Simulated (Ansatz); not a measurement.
Geometry optimisation, UKS PBE/def2-SVP (Ansatz).

Input:

```yaml
crystal:
  periodic: [false, false, false]
  atoms:
    - { symbol: C, position_ang: [-0.8326, 0.4909, -0.7444] }
    - { symbol: Si, position_ang: [0.6084, 0.0305, 0.1153] }
    - { symbol: O, position_ang: [0.2048, -0.7388, 1.5168] }
    - { symbol: H, position_ang: [-0.9309, 0.2859, -1.801] }
    - { symbol: H, position_ang: [-1.6173, 1.1259, -0.2583] }
    - { symbol: H, position_ang: [1.4501, 1.2293, 0.4125] }
    - { symbol: H, position_ang: [1.3966, -0.9118, -0.7241] }
    - { symbol: H, position_ang: [0.89841, -0.91602, 2.09824] }
magnetization:
  spin_polarized: true
  initial_magnetization: 1
basis:
  gaussian: { orbitals: def2-SVP }
hamiltonian:
  xc: pbe
relax:
  f_tol: 0.015
  max_steps: 40
```

Run as:

```bash
$ ansatz run input.yaml --threads 1 --pin off --max-ram 2048MiB --backend cpu --events-out ev --progress --plain --runs-dir out
```

Where does it end, and by what steps?

It converged. After 11 steps the energy has fallen by 0.296 eV; H5 moved furthest, 0.43 Å.

```tsv
step	energy less start (eV)	largest force component (eV/Å)	accepted
0	0.0000	2.488	yes
1	-0.2388	1.211	yes
2	-0.2834	0.264	yes
3	-0.2845	0.265	yes
4	-0.2900	0.095	yes
5	-0.2932	0.047	yes
6	-0.2947	0.028	yes
7	-0.2946	0.185	no
8	-0.2950	0.025	yes
9	-0.2953	0.042	yes
10	-0.2954	0.033	yes
11	-0.2955	0.009	yes
```

```xyz
8
Properties=species:S:1:pos:R:3
C -0.867 0.527 -0.777
Si 0.661 -0.017 0.106
O 0.173 -0.652 1.588
H -0.897 0.692 -1.867
H -1.806 0.742 -0.240
H 1.614 1.144 0.322
H 1.406 -1.026 -0.739
H 0.893 -0.815 2.222
```

Whether the end is a true minimum wasn't checked by a vibrational analysis.

Time of the run: 56 s on 1 thread of Arm Neoverse N1, on a shared host, peak memory 0.14 GiB.
